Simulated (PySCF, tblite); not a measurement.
**H₃OF, a complex of two parts: NMR shifts, interaction energy, infrared bands, spin-spin couplings and core binding energies**

One table from this session's results is given with a row withheld; the runs are named, their logs left out.

Programs: tblite 0.8.0 and PySCF 2.14.0. All values are calculated, for the isolated system unless a continuum is named. Atoms count from 0, parts from 1.

### The system as given

5 atoms, charge 0, multiplicity 1; geometry: rigid parts in contact. Parts: 1 = atoms 0–1, `F`, charge 0; 2 = atoms 2–4, `O`, charge 0.

Set-up of the first run:

The job: settings as JSON, then the geometry in Å.

```
{"job": {"kind": "dock", "xc": "GFN2-xTB", "basis": "xTB"}, "charge": 0, "multiplicity": 1, "parts": [{"atoms": "0-1", "charge": 0, "multiplicity": 1}, {"atoms": "2-4", "charge": 0, "multiplicity": 1}]}
F      0.466206     0.004363     0.000222
H     -0.466206    -0.004363    -0.000222
O     -0.432952     2.791327     0.900597
H      0.445011     3.177502     0.893152
H     -0.325943     1.840847     0.827817
```

Method: GFN2-xTB search for minima from random contacts, gas phase.

On the command line:

```console
$ OMP_NUM_THREADS=1 python cluster_run.py task.json out
```

This one command runs all jobs of the session in turn.

Among the steps run: Docking the parts with GFN2-xTB; Relaxing the molecule at PBE0-D3(BJ)/def2-TZVPD; Shielding tensors: PBE0/pcSseg-2; Coupled-cluster interaction energy: CCSD(T) and MP2.

One table of the session follows, with a row left open; its other results are not shown here.

It belongs to the step «Coupled-cluster interaction energy: CCSD(T) and MP2». 

```
                 method  interaction energy (kcal/mol)
         HF/aug-cc-pVDZ                          -7.55
        MP2/aug-cc-pVDZ                              ?
       CCSD/aug-cc-pVDZ                          -7.67
    CCSD(T)/aug-cc-pVDZ                          -7.85
         HF/aug-cc-pVQZ                          -7.71
        MP2/aug-cc-pVQZ                          -8.88
    SCS-MP2/aug-cc-pVQZ                          -8.22
      MP2, extrapolated                          -9.05
CCSD(T), limit estimate                          -8.93
```

**Question.** Estimate the row for MP2/aug-cc-pVDZ.

The run gave: interaction energy (kcal/mol): -7.97. In the column «interaction energy (kcal/mol)» it lies between SCS-MP2/aug-cc-pVQZ (-8.22) and CCSD(T)/aug-cc-pVDZ (-7.85).

To keep in mind: The interaction energy leaves out the deformation of the parts, 0.42 kcal/mol (MP2); added to the CCSD(T) estimate it gives a binding of about -8.50 kcal/mol.
